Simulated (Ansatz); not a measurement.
Geometry optimisation, Ansatz 0.2.0, RKS LDA/def2-SVP.

Input file:

```yaml
crystal:
  periodic: [false, false, false]
  atoms:
    - { symbol: B, position_ang: [0.096038, 0.444584, -0.406015] }
    - { symbol: F, position_ang: [0.086652, -0.028097, 2.059497] }
    - { symbol: Cl, position_ang: [1.583546, -0.254501, -0.935008] }
    - { symbol: H, position_ang: [-0.953549, -0.111197, -0.650296] }
    - { symbol: H, position_ang: [0.15159, 1.551016, 0.068877] }
    - { symbol: H, position_ang: [0.184223, 0.861795, 1.792145] }
basis:
  gaussian: { orbitals: def2-SVP }
hamiltonian:
  xc: lda
relax:
  f_tol: 0.03
  max_steps: 50
```

Launched with:

```bash
$ ansatz run input.yaml --threads 1 --pin off --max-ram 2048MiB --backend cpu --events-out ev --progress --plain --runs-dir out
```

Where does it end, and by what steps?

The forces met the threshold. After 10 steps the energy has fallen by 0.190 eV; F2 moved furthest, 0.45 Å.

```tsv
step	energy less start (eV)	largest force component (eV/Å)	accepted
0	0.0000	0.471	yes
1	-0.0854	0.464	yes
2	-0.1424	0.324	yes
3	-0.1686	0.309	yes
4	-0.1832	0.158	yes
5	-0.1862	0.074	yes
6	-0.1871	0.072	yes
7	-0.1888	0.104	yes
8	-0.1894	0.120	yes
9	-0.1895	0.074	yes
10	-0.1897	0.011	yes
```

```xyz
6
Properties=species:S:1:pos:R:3
B 0.101 0.391 -0.168
F 0.121 -0.053 1.616
Cl 1.583 -0.272 -0.834
H -0.958 -0.094 -0.510
H 0.143 1.589 0.146
H 0.157 0.903 1.679
```

Whether the end is a true minimum wasn't checked by a vibrational analysis.

Run time: 14 s on 1 thread of Intel(R) Xeon(R) Platinum 8259CL CPU @ 2.50GHz (Skylake/Cascade Lake) (shared host), peak memory 0.14 GiB.
